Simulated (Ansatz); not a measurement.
Geometry optimisation, RKS B3LYP-D4/def2-SVP in Ansatz 0.2.0.

Input file:

```yaml
crystal:
  periodic: [false, false, false]
  atoms:
    - { symbol: B, position_ang: [0.07023, 0.406148, -0.404426] }
    - { symbol: O, position_ang: [-0.055248, 0.016386, 2.163013] }
    - { symbol: H, position_ang: [-1.010719, -0.102583, 2.257374] }
    - { symbol: H, position_ang: [1.000056, -0.311359, -0.660121] }
    - { symbol: C, position_ang: [-1.383124, 0.030817, -0.844737] }
    - { symbol: H, position_ang: [-1.618327, -1.037336, -0.72505] }
    - { symbol: H, position_ang: [-2.183392, 0.640761, -0.401117] }
    - { symbol: H, position_ang: [-1.413605, 0.215549, -1.937605] }
    - { symbol: H, position_ang: [0.307097, 1.492635, 0.046379] }
    - { symbol: H, position_ang: [0.024133, 0.929782, 1.801191] }
basis:
  gaussian: { orbitals: def2-SVP }
hamiltonian:
  xc: b3lyp
  dispersion: d4
relax:
  f_tol: 0.03
  max_steps: 50
output:
  orbitals: {}
```

Run as:

```bash
$ ansatz run input.yaml --threads 1 --pin off --max-ram 2048MiB --backend cpu --events-out ev --progress --plain --runs-dir out
```

Question: Where does it end, and by what steps?

Answer: The forces met the threshold. The force dipped under the threshold on the way, but the program's further checks kept it going. After 22 steps the energy has fallen by 0.398 eV; H10 moved furthest, 0.79 Å. Joined: B1–O2 (2.60 → 1.75 Å).

| step | energy less start (eV) | largest force component (eV/Å) | accepted |
| --- | --- | --- | --- |
| 0 | 0.0000 | 0.692 | yes |
| 1 | 0.0029 | 2.823 | no |
| 2 | -0.0525 | 0.578 | yes |
| 3 | -0.0955 | 0.722 | yes |
| 4 | -0.1700 | 1.670 | yes |
| 5 | -0.2552 | 1.959 | yes |
| 6 | -0.3333 | 1.178 | yes |
| 7 | -0.3407 | 0.409 | yes |
| 8 | -0.3630 | 0.230 | yes |
| 9 | -0.3674 | 0.071 | yes |
| 10 | -0.3688 | 0.122 | yes |
| 11 | -0.3714 | 0.107 | yes |
| 12 | -0.3368 | 1.225 | no |
| 13 | -0.3773 | 0.124 | yes |
| 14 | -0.3804 | 0.372 | yes |
| 15 | -0.3855 | 0.196 | yes |
| 16 | -0.2672 | 1.028 | no |
| 17 | -0.3933 | 0.072 | yes |
| 18 | -0.3967 | 0.020 | yes |
| 19 | -0.3905 | 0.482 | no |
| 20 | -0.3972 | 0.065 | yes |
| 21 | -0.3976 | 0.056 | yes |
| 22 | -0.3978 | 0.020 | yes |

```xyz
10
Properties=species:S:1:pos:R:3
B -0.038 0.435 -0.095
O -0.256 0.033 1.589
H -1.021 0.535 1.914
H 0.969 -0.206 -0.338
C -1.388 -0.049 -0.794
H -1.558 -1.137 -0.717
H -2.297 0.465 -0.425
H -1.326 0.186 -1.872
H 0.138 1.646 -0.036
H 0.515 0.375 2.068
```

Whether the end is a true minimum wasn't checked by a vibrational analysis.

The run took 29 s on 1 thread of Intel(R) Xeon(R) 6975P-C (Granite Rapids), on a shared host, peak memory 0.15 GiB.
